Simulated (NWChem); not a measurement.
**C3H3ClO (SMILES C=C(Cl)C=O) at 3 levels**

Aim: a comparison of 3 runs (HF/STO-3G, HF/3-21G, B3LYP/6-31G*) of C3H3ClO. 

Program for the calculation: NWChem 7.3.0.

**1. Starting point**

The species is C3H3ClO (8 atoms), meant as a singlet with charge 0. SMILES: `C=C(Cl)C=O`. Geometry: relaxed at GFN2-xTB. This is one conformer, not always the lowest.

Bond lengths: C1–C2 1.331 Å, C2–Cl3 1.723 Å, C2–C4 1.477 Å, C4–O5 1.198 Å, C1–H6 1.076 Å, C1–H7 1.076 Å, C4–H8 1.107 Å. Angles: C1–C2–Cl3 122.1°, C1–C2–C4 122.7°, Cl3–C2–C4 115.3°, C2–C4–O5 125.6°, C2–C1–H6 122.0°, C2–C1–H7 120.6°, C2–C4–H8 112.3°, O5–C4–H8 122.1°, H6–C1–H7 117.4°.

**2. Energy and gradient at HF/STO-3G (run 1)**

Input file run.py:

```python
from ase import Atoms
from ase.calculators.nwchem import NWChem

mol = Atoms(['C', 'C', 'Cl', 'C', 'O', 'H', 'H', 'H'], positions=[
    [-0.289040, 0.431990, 1.130550],
    [0.422870, -0.021910, 0.100980],
    [2.131570, -0.226670, 0.189620],
    [-0.189390, -0.387870, -1.192460],
    [0.397730, -0.809440, -2.147690],
    [0.167490, 0.695470, 2.068070],
    [-1.355920, 0.549000, 1.049210],
    [-1.285310, -0.230570, -1.198280],
])

calc = NWChem(
    label='c3h3clo',
    theory='scf',
    memory='2200 mb',
    basis='STO-3G',
    basispar='spherical bse',
    scf={'nopen': '0', 'rhf': None, 'thresh': '1e-08', 'maxiter': '80', 'print': 'low'},
)
mol.calc = calc

forces = mol.get_forces()
print(f"energy = {mol.get_potential_energy():.6f} eV")
print("forces (eV/A):")
for s, f in zip(mol.symbols, forces):
    print(f"{s:2s} {f[0]:10.5f} {f[1]:10.5f} {f[2]:10.5f}")
```

Started as:

```sh
$ export ASE_NWCHEM_COMMAND="nwchem PREFIX.nwi > PREFIX.nwo"
$ python run.py
```

The log of the run:

```text
energy = -17477.880995 eV
forces (eV/A):
C     0.94915   -0.53068   -1.17787
C    -1.98422    1.03235    2.21639
Cl    2.12471   -0.22004    0.20121
C    -2.32525    0.46933    0.36942
O     1.30278   -0.84754   -1.87619
H     0.10953    0.08762    0.30684
H    -0.30792    0.02731   -0.05137
H     0.13128   -0.01831    0.01162
```

The calculator wrote c3h3clo.nwi:

```
title "c3h3clo"

permanent_dir c3h3clo

scratch_dir c3h3clo

start c3h3clo

geometry units angstrom nocenter noautosym noautoz
  C  -2.8904000000000002e-01 4.3198999999999999e-01 1.1305499999999999e+00
  C  4.2287000000000002e-01 -2.1909999999999999e-02 1.0098000000000000e-01
  Cl 2.1315700000000000e+00 -2.2667000000000001e-01 1.8962000000000001e-01
  C  -1.8939000000000000e-01 -3.8786999999999999e-01 -1.1924600000000001e+00
  O  3.9772999999999997e-01 -8.0944000000000005e-01 -2.1476899999999999e+00
  H  1.6749000000000000e-01 6.9547000000000003e-01 2.0680700000000001e+00
  H  -1.3559200000000000e+00 5.4900000000000004e-01 1.0492100000000000e+00
  H  -1.2853100000000000e+00 -2.3057000000000000e-01 -1.1982800000000000e+00
end

memory 2200 mb

basis spherical bse noprint
   * library STO-3G
end

scf
  nopen 0
  rhf
  thresh 1e-08
  maxiter 80
  print low
end

task scf gradient
```

c3h3clo.nwo:

```text
Northwest Computational Chemistry Package (NWChem) 7.3.0
             --------------------------------------------------------

           Job information
           ---------------

    nwchem branch   = 7.3.0
    use scalapack   = T
    input           = c3h3clo.nwi
    prefix          = c3h3clo.
    data base       = c3h3clo/c3h3clo.db
    status          = startup
    nproc           =        1

           Memory information
           ------------------

    heap     =     72089596 doubles =      550.0 Mbytes
    stack    =     72089601 doubles =      550.0 Mbytes
    global   =    144179200 doubles =     1100.0 Mbytes (distinct from heap & stack)
    total    =    288358397 doubles =     2200.0 Mbytes
    verify   = yes
    hardfail = no

           Directory information
           ---------------------

  0 permanent = c3h3clo
  0 scratch   = c3h3clo

                                NWChem Input Module
                                -------------------

                                      c3h3clo
                                      -------

[... 26 lines left out ...]
            Nuclear Dipole moment (a.u.)
[... 52 lines left out ...]
                                      c3h3clo

  ao basis        = "ao basis"
  functions       =    32
  atoms           =     8
  closed shells   =    23
  open shells     =     0
  charge          =   0.00
  wavefunction    = RHF
  input vectors   = atomic
  output vectors  = c3h3clo/c3h3clo.movecs
  use symmetry    = F
  symmetry adapt  = F

 Forming initial guess at       0.0s

 Starting SCF solution at       0.1s

       Final RHF  results
       ------------------

         Total SCF energy =   -642.300284879149
      One-electron energy =  -1281.117631071338
      Two-electron energy =    439.867150775458
 Nuclear repulsion energy =    198.950195416731

        Time for solution =      2.0s

                              NWChem Gradients Module
                              -----------------------

                         RHF ENERGY GRADIENTS

    atom               coordinates                        gradient
                 x          y          z           x          y          z
   1 C      -0.546206   0.816343   2.136430   -0.018458   0.010320   0.022906
   2 C       0.799108  -0.041404   0.190825    0.038587  -0.020076  -0.043102
   3 Cl      4.028083  -0.428344   0.358330   -0.041319   0.004279  -0.003913
[... 4 lines of this table left out ...]
   8 H      -2.428884  -0.435714  -2.264421   -0.002553   0.000356  -0.000226

 Task  times  cpu:        2.4s     wall:        2.4s
 Total times  cpu:        2.4s     wall:        2.4s
```

Wall time 3.6 s (1 thread of Intel Xeon Platinum 8488C (Sapphire Rapids), shared host); peak memory 0.1 GiB.

**3. Energy and gradient at HF/3-21G (run 2)**

Input file m1.nw:

```
start m1
memory stack 880 mb heap 220 mb global 1100 mb
charge 0

geometry noautosym nocenter noautoz
   C       -0.289040       0.431990       1.130550
   C        0.422870      -0.021910       0.100980
   Cl       2.131570      -0.226670       0.189620
   C       -0.189390      -0.387870      -1.192460
   O        0.397730      -0.809440      -2.147690
   H        0.167490       0.695470       2.068070
   H       -1.355920       0.549000       1.049210
   H       -1.285310      -0.230570      -1.198280
end

basis spherical bse
   * library 3-21G
end

scf
   thresh 1e-08
   maxiter 80
   print medium
end

task scf gradient
```

Started as:

```sh
$ nwchem m1.nw > m1.out
```

The log of the run:

```text
[...]
  functions       =    55
[...]
  wavefunction    = RHF
[...]
         Total SCF energy =   -646.396872273868
      One-electron energy =  -1284.348882253928
      Two-electron energy =    439.001814563329
 Nuclear repulsion energy =    198.950195416731
        Time for solution =      2.3s
[...]
                         RHF ENERGY GRADIENTS
    atom               coordinates                        gradient
                 x          y          z           x          y          z
   1 C      -0.546206   0.816343   2.136430   -0.010580   0.007479   0.017959
   2 C       0.799108  -0.041404   0.190825    0.048802  -0.012440  -0.017035
   3 Cl      4.028083  -0.428344   0.358330   -0.040169   0.004659  -0.002440
   4 C      -0.357895  -0.732968  -2.253423    0.022922  -0.006891  -0.010297
   5 O       0.751601  -1.529620  -4.058546   -0.005900   0.003401   0.007506
   6 H       0.316510   1.314248   3.908086    0.001271   0.001246   0.003826
   7 H      -2.562317   1.037460   1.982719   -0.002487   0.000518   0.000682
   8 H      -2.428884  -0.435714  -2.264421   -0.013859   0.002028  -0.000201
[...]
```

Wall time 3.6 s (1 thread of Intel Xeon Platinum 8488C (Sapphire Rapids), shared host); peak memory 0.1 GiB.

**4. Energy and gradient at B3LYP/6-31G(d) (Cartesian functions) (run 3)**

Input file run.xyz:

```xyz
8

C     -0.289040     0.431990     1.130550
C      0.422870    -0.021910     0.100980
Cl     2.131570    -0.226670     0.189620
C     -0.189390    -0.387870    -1.192460
O      0.397730    -0.809440    -2.147690
H      0.167490     0.695470     2.068070
H     -1.355920     0.549000     1.049210
H     -1.285310    -0.230570    -1.198280
```

Input file run.nw:

```
start run
memory 2200 mb

geometry units angstrom noautosym nocenter noautoz
   load run.xyz
end

basis
   * library 6-31G*
end

dft
   xc b3lyp
   grid xfine
   convergence energy 1e-08
   iterations 100
   mulliken
   print low
end

task dft gradient
```

Started as:

```sh
$ nwchem run.nw > run.out
```

The log of the run:

```text
[...]
 d= 0,ls=0.0,diis     1   -651.3559084144 -8.50D+02  2.94D-02  1.37D+00     3.3
[...]
 d= 0,ls=0.0,diis    11   -651.5044139297 -3.89D-09  8.35D-07  6.19D-09    32.1
         Total DFT energy =     -651.504413929661
      One electron energy =    -1289.234204984962
           Coulomb energy =      492.975518581951
    Exchange-Corr. energy =      -54.195922943381
 Nuclear repulsion energy =      198.950195416732
[...]
      Total Density - Mulliken Population Analysis
     ---------------------------------------------
    Atom       Charge   Shell Charges
 -----------   ------   -------------------------------------------------------
    1 C    6     6.34   1.99  0.71  2.07  0.60  0.96  0.01
    2 C    6     6.05   1.99  0.72  2.02  0.51  0.79  0.02
    3 Cl  17    16.98   2.00  1.99  5.97  1.47  3.61  0.51  1.43 -0.01
    4 C    6     5.76   1.99  0.73  1.98  0.43  0.56  0.05
    5 O    8     8.36   1.99  0.92  2.87  1.01  1.58  0.00
    6 H    1     0.81   0.53  0.28
    7 H    1     0.82   0.53  0.29
    8 H    1     0.88   0.54  0.35
[...]
                         DFT ENERGY GRADIENTS
    atom               coordinates                        gradient
                 x          y          z           x          y          z
   1 C      -0.546206   0.816343   2.136430    0.001136  -0.000550  -0.000728
   2 C       0.799108  -0.041404   0.190825   -0.001451   0.000612   0.000913
   3 Cl      4.028083  -0.428344   0.358330   -0.012505   0.001095  -0.001744
   4 C      -0.357895  -0.732968  -2.253423    0.014187  -0.005932  -0.011205
   5 O       0.751601  -1.529620  -4.058546   -0.009835   0.006911   0.015808
   6 H       0.316510   1.314248   3.908086   -0.002574  -0.001473  -0.005497
   7 H      -2.562317   1.037460   1.982719    0.007416  -0.000428   0.001850
   8 H      -2.428884  -0.435714  -2.264421    0.003627  -0.000235   0.000603
 Task  times  cpu:       38.0s     wall:       38.0s
 Total times  cpu:       38.1s     wall:       38.1s
```

Wall time 39 s (1 thread of Intel Xeon Platinum 8488C (Sapphire Rapids), shared host); peak memory 0.15 GiB.

**5. The series**

```
run                               level  Cartesian functions  iteration cap  energy (Eh)  largest force (eV/Å)  wall time
  1                           HF/STO-3G                   no             80  -642.300285                 3.149      3.6 s
  2                            HF/3-21G                   no             80  -646.396872                 2.734      3.6 s
  3  B3LYP/6-31G* (Cartesian functions)                  yes            100  -651.504414                 1.021       39 s
```

**6. Outcome**

| quantity | value |
| --- | --- |
| run 3: total energy | -651.50441 Eh |
| run 3: largest force on an atom | 1.021 eV/Å |

In run 1 the basis is minimal, so the values are rough. All runs together took 46 s, the longest 39 s.
